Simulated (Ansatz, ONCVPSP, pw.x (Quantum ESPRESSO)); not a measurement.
# What a changed setting does to a pw.x run (diamond Os)

Potential: optimised norm-conserving Vanderbilt (ONCV), ONCVPSP 4.0.1.1 (patched build), PBEsol; core [Kr] 4d10 4f14, reference 5s2 5p6 5d5; waves: 5s: rc 1.85 bohr, ncon 4, nbas 7, qcut 7.9 1/bohr, 2 projectors, debl 0.7 Ha; 5p: rc 1.70 bohr, ncon 4, nbas 8, qcut 9 1/bohr, 3 projectors, debl 3.6 Ha; 5d: rc 2.10 bohr, ncon 3, nbas 7, qcut 8 1/bohr, 3 projectors, debl 4 Ha; local part: polynomial inside 1.30 bohr (lpopt 5, dvloc0 0 Ha); core correction: polynomial model core, fcfact 0.15. In the s channel the program set the typed energies aside and used -4.494, 0.050 Ha.

The reference run (k-mesh 8³, cutoffs 70/280 Ry, Fermi–Dirac 0.01 Ry, mixing_beta 0.4, conv_thr 1e-9, no spin) gives -2.45 GPa at 20.823 Å³/atom, where all-electron LAPW gives 0.05 GPa. This run, with its own iteration cap, changes nosym to true.

```
&control
  calculation='scf', prefix='x', pseudo_dir='./', outdir='./tmp', tstress=.true., disk_io='none'
/
&system
  ibrav=0, nat=2, ntyp=1, ecutwfc=70, ecutrho=280, nbnd=26,
  occupations='smearing', smearing='fd', degauss=0.01, nosym=.true.
/
&electrons
  conv_thr=1e-09, mixing_beta=0.4, electron_maxstep=70
/
ATOMIC_SPECIES
Os 1.0 Os.UPF
CELL_PARAMETERS angstrom
  0.00000000 2.75115103 2.75115103
  2.75115103 0.00000000 2.75115103
  2.75115103 2.75115103 0.00000000
ATOMIC_POSITIONS crystal
Os 0.0000 0.0000 0.0000
Os 0.2500 0.2500 0.2500
K_POINTS automatic
8 8 8 0 0 0
```

```bash
pw.x < Os.scf.in > Os.scf.out
```

Task: How does the run end?

Result: It converges in 11 iterations; the free energy moves by +0.0 meV/atom and the pressure by +0.01 GPa. The result is that of the reference run.

```
lattice parameter (alat)  =       7.3524  a.u.
     unit-cell volume          =     281.0411 (a.u.)^3
     number of electrons       =        32.00
     number of Kohn-Sham states=           26
     kinetic-energy cutoff     =      70.0000  Ry
     charge density cutoff     =     280.0000  Ry
     scf convergence threshold =      1.0E-09
     Exchange-correlation= PBESOL
     number of k points=   260  Fermi-Dirac smearing, width (Ry)=  0.0100
     iteration #  1     ecut=    70.00 Ry     beta= 0.40
     total energy              =    -390.80098731 Ry
     estimated scf accuracy    <      18.96276096 Ry
     iteration #  2     ecut=    70.00 Ry     beta= 0.40
     total energy              =    -393.19161835 Ry
     estimated scf accuracy    <       0.61795833 Ry
     iteration #  3     ecut=    70.00 Ry     beta= 0.40
     total energy              =    -393.31337621 Ry
     estimated scf accuracy    <       0.05310370 Ry
     [... 5 iterations left out ...]
     iteration #  9     ecut=    70.00 Ry     beta= 0.40
     total energy              =    -393.31995411 Ry
     estimated scf accuracy    <       0.00000002 Ry
     iteration # 10     ecut=    70.00 Ry     beta= 0.40
     total energy              =    -393.31995411 Ry
     estimated scf accuracy    <          1.6E-09 Ry
     iteration # 11     ecut=    70.00 Ry     beta= 0.40
     the Fermi energy is    15.6946 ev
!    total energy              =    -393.31995411 Ry
     estimated scf accuracy    <          6.5E-11 Ry
     smearing contrib. (-TS)   =      -0.00748545 Ry
     The total energy is F=E-TS. E is the sum of the following terms:
     one-electron contribution =    -142.36170331 Ry
     hartree contribution      =      82.51856303 Ry
     xc contribution           =     -68.21812704 Ry
     ewald contribution        =    -265.25120134 Ry
     convergence has been achieved in  11 iterations
          total   stress  (Ry/bohr**3)                   (kbar)     P=      -24.43
     Message from routine punch:
     Nothing written, as per user request (disk_io='none')
```

The run took about 4.8 min on one core of a shared host (Intel(R) Xeon(R) Platinum 8375C CPU @ 2.90GHz, 128 threads, 992 GiB, load 69).
